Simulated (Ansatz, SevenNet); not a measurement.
# Tetradymite Bi2Se3: properties by level of theory

Reference values: lattice constant a 4.143 Å (measured, temperature not stated, no zero-point or thermal correction; as tabulated in Luo et al. (2012), arXiv:1308.1523); lattice parameter c 28.636 Å (measured, temperature not stated, not corrected to a static lattice; as tabulated in Luo et al. (2012), arXiv:1308.1523).

| level (code) | equilibrium lattice constant a (Å) | lattice parameter c (Å) |
|---|---|---|
| SevenNet-l3i5 (SevenNet) | 4.189 | 30.683 |
| PBE-D3(BJ) (Ansatz) | 4.144 | 28.475 |
| PBE-D4 (Ansatz) | 4.143 | 28.423 |
| r²SCAN (Ansatz) | 4.164 | 30.201 |
| r²SCAN+rVV10 (Ansatz) | 4.144 | 29.286 |

Differences from the reference values (errors of the level alone only where the reference is corrected to a static lattice):

```tsv
level	lattice constant a (%)	lattice parameter c (%)
SevenNet-l3i5	+1.11	+7.15
PBE-D3(BJ)	+0.02	-0.56
PBE-D4	0.00	-0.74
r²SCAN	+0.51	+5.47
r²SCAN+rVV10	+0.02	+2.27
```

Nearest: lattice constant a, not ranked (reference at room or unstated temperature); lattice parameter c, not ranked (reference at room or unstated temperature).

Machine-learned potentials (SevenNet-l3i5) are trained on DFT data, which may include these solids.

Caveats: the cell comes from a level without a dispersion term, which matters for the spacing of layers, chains or molecules (r²SCAN). Ansatz's density-functional and Hartree–Fock values are scalar-relativistic unless marked +SOC, with PAW data made under PBE.

Differences are worked out from the printed values.

Ansatz is an electronic-structure program.
